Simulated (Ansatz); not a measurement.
## GeN⁺, triplet: the ladder up to UCCSDT(Q)

Geometry: that of the GeN⁺, singlet, kept fixed.

```xyz
2

Ge    0.0000    0.0000    0.0000
N     0.0000    0.0000    1.8997
```

Basis cc-pVTZ; Ansatz 0.2.0. Only valence electrons are correlated (noble-gas cores and the filled d shells of p-block atoms frozen), which leaves 8 electrons in 58 orbitals. Prefix R: restricted or restricted open-shell reference; prefix U: unrestricted. Active spaces: valence = (8e, 8o) chosen from the atoms' valence shells. No spin–orbit coupling is included, and no scalar relativity.

Full CI isn't at hand for all of this; UCCSDT(Q) serves as the reference, and is uncertain by about the last step of the cluster series. The frozen core follows each run's orbitals, which can shift R against U totals by a few meV for light atoms and by up to 0.1 eV past Ca.

- UHF ⟨S²⟩: 2.022
- T1 diagnostic (RCCSD): 0.0277
- largest doubles amplitude (RCCSD): 0.054
- T1 diagnostic (UCCSD): 0.0263

```json
{"level": "UHF", "E − E(RHF) (eV)": "-0.1716"}
{"level": "UMP2", "E − E(RHF) (eV)": "-5.1575"}
{"level": "UCCSD", "E − E(RHF) (eV)": "-5.9557"}
{"level": "UCCSD(T)", "E − E(RHF) (eV)": "-6.1744"}
```

(1) Estimate how far UCCSDT(Q) in cc-pVTZ lies from UCCSD(T). The table doesn't fix it; the size of (T) and the diagnostics are the guide.

(1) UCCSDT(Q) in cc-pVTZ lies 1.76 mEh below UCCSD(T), which is 22 % of the (T) step (-8.04 mEh). The diagnostics are small and the rest is a small part of (T), but (T) is large here. The miss exceeds 1 kcal/mol.

The other levels:

| level | E − E(UCCSDT(Q)) (mEh) | share of correlation (%) | wall time |
| --- | --- | --- | --- |
| UCCSDT | 0.49 | 99.78 | – |

The correlation energy at UCCSDT(Q), counted from RHF, is -6.222 eV. That run took 7.5 s on 2 threads of AMD EPYC 7R13 with a shared H100 80 GB, shared host.

Run but not shown, since their state or frozen core can't be matched to the reference's or they repeat it: RHF, RMP2, RCCSD, RCCSD(T), BCCD(T), RCCSDT, RCCSDT(Q), CASSCF (valence space), NEVPT2 (valence space), MRCISD (valence space), MRCISD+Q (valence space).

Times hold each run's SCF and search for its determinant on a shared host, so for small cases they say little of a method's own cost; they ran on 1 thread of AMD EPYC 7R13.

Natural occupations of CASSCF (valence space) about the gap: 1.991 1.963 1.936 0.993 0.993 0.047 0.039 0.039; effectively unpaired electrons, Σ n²(2−n)², 2.04.
